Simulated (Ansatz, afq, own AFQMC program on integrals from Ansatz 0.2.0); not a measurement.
CH2⁺, doublet: AFQMC among the cluster methods

```yaml
atoms:
  - { symbol: C, position_ang: [0.0000, 0.0000, 0.0000] }
  - { symbol: H, position_ang: [0.0000, 0.0000, -1.9476] }
  - { symbol: H, position_ang: [0.0000, 0.0000, 1.9476] }
```

Basis cc-pVDZ. Only valence electrons are correlated. AFQMC by an in-house program on the Cholesky factors that Ansatz 0.2.0 writes for its CCSD(T) run. The CISD trial takes its coefficients from CCSD amplitudes. Released means that phaseless walkers are propagated on without the constraint, phases kept. Error bars are statistical, one sigma.

Determinant: UHF, the one that the program's search chose, which needn't be the lowest solution. The geometry is a point of a scan.

Full CI on the same integrals is exact in this basis and with this determinant's frozen core.

Cautions: strong correlation (T1 0.121, weight of the determinant 0.71, largest double 0.24); unrestricted determinant spin contaminated (⟨S²⟩ 1.60 against 0.75); CCSD(T) is in doubt: in a space of 5 electrons in 8 natural orbitals full CI lies 137 meV below it; the released energies have errors that jump between times, so the bars are unsure, so no released level is given (meV from the phaseless value at times in 1/Eh: -13.4 ± 1.9 at 0.24, -21 ± 4 at 0.51, -40.1 ± 1.7 at 0.99, -32 ± 17 at 1.62, -56.7 ± 2.3 at 2.40); the ph-AFQMC/CISD walk drifts between its halves (3.0 errors).

The T1 diagnostic is 0.1213, the weight of the determinant in the CISD state is 0.713 and the ⟨S²⟩ of the determinant is 1.602. The size of the correlated space is 5 electrons in 23 orbitals.

Reference: full CI, correlation energy -2.929 eV. The cautions show a poor starting determinant, so the rows tell how each method copes with it here, and full CI is the sure value.

| level | E − E(reference) (kJ/mol) | share of correlation (%) |
| --- | --- | --- |
| HF | 282.6 | 0.00 |
| MP2 | 138.6 | 50.97 |
| CCSD | 26.9 | 90.49 |
| CCSD(T) | 14.6 | 94.82 |
| CCSDT | 2.1 | 99.27 |
| CCSDT(Q) | 0.6 | 99.80 |
| CCSDTQ | 0.0 | 100.00 |
| ph-AFQMC/CISD | 8.1 ± 0.2 | 97.12 |

CCSDT and higher add their correlation energy to the determinant of the CCSD(T) run, since their own runs factorise the integrals more tightly (a shift of under 2 meV).
